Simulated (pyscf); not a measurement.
Single points on ωB97X-D3(BJ)/def2-SVP structures (PySCF, gas phase).

Task: Estimate the classical barrier height and the reaction energy of Cl–Nb(Cl)(Cl)(Cl)–Cl + ammonia (NH₃) -> hydrogen chloride (HCl) + H₂N–Nb(Cl)(Cl)(Cl)–Cl at PBE0-D3(BJ)/def2-TZVP. The step runs on the singlet surface, breaks Cl–Nb, H–N and forms Cl–H, N–Nb; take the separated reactants as zero.

Result: ΔE‡ = 31.7 kJ/mol, ΔE = +27.2 kJ/mol. ωB97M-D3(BJ)/def2-TZVP gives 34.5 kJ/mol and +15.9 kJ/mol. Zero-point energy shifts the barrier by -3.9 kJ/mol. It is a four-centre exchange, with an imaginary mode of 363i cm⁻¹. On the reactant side the descent ends in an adduct with a N–Nb contact, 130.4 kJ/mol under the separated species and 162.2 kJ/mol under the saddle at ωB97X-D3(BJ)/def2-TZVP. On the product side the descent ends in an adduct with a Cl–Nb contact, 7.7 kJ/mol under the separated species and 12.4 kJ/mol under the saddle at ωB97X-D3(BJ)/def2-TZVP. What is counted as formed (N–Nb) is already present as a longer contact in the reactant adduct; forming that adduct is a step of its own. What is counted as broken (Cl–Nb) persists as a longer contact in the product adduct; parting that adduct is a step of its own. This is the saddle that the search found; another between the same sides may lie lower. Elements past Kr carry the def2 core potentials, without spin-orbit coupling.
